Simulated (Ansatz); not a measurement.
Process, species as SMILES: OO (H2O2) + H+ → O[OH2+]
B3LYP-D3(BJ)/def2-TZVP geometries, fixed; electronic energies without zero-point terms; positive where energy is released.

Basis-set convergence of the proton affinity at CCSD(T) with Ansatz (a first-principles code). Cartesian d functions, on some or all atoms, in 6-31G*, 6-31+G*; all else is spherical. Cores are frozen. No added dispersion term, no relativity. Functions are those of the species that has most. Reference: Hartree-Fock in aug-cc-pVQZ plus the correlation part extrapolated as X^-3 from aug-cc-pVTZ and aug-cc-pVQZ, 165.96 kcal/mol, itself unsure by roughly 0.16 kcal/mol (a third of the extrapolation step and of the last Hartree-Fock step). Deviations are taken from unrounded values. Cost is core time over that of 6-311++G(3df,3pd), rough, on shared machines of one kind; a dash marks a row that isn't timed (too short, read off another run, short of memory, by another algorithm or on other hardware).

| basis | functions | proton affinity (kcal/mol) | minus reference (kcal/mol) | cost |
|---|---|---|---|---|
| 3-21G | 24 | 180.14 | 14.18 | - |
| 6-31G* | 36 | 167.84 | 1.88 | - |
| pcseg-1 | 43 | 166.36 | 0.40 | - |
| 6-31+G* | 44 | 162.43 | -3.53 | - |
| 6-311++G(3df,3pd) | 132 | 166.91 | 0.95 | 1× |
| aug-pcseg-2 | 161 | 166.56 | 0.60 | 2× |
| def2-QZVPP | 204 | 167.06 | 1.10 | 5× |
| pcseg-3 | 219 | 166.81 | 0.85 | 6× |
| aug-cc-pVQZ | 298 | 166.22 | 0.26 | 20× |
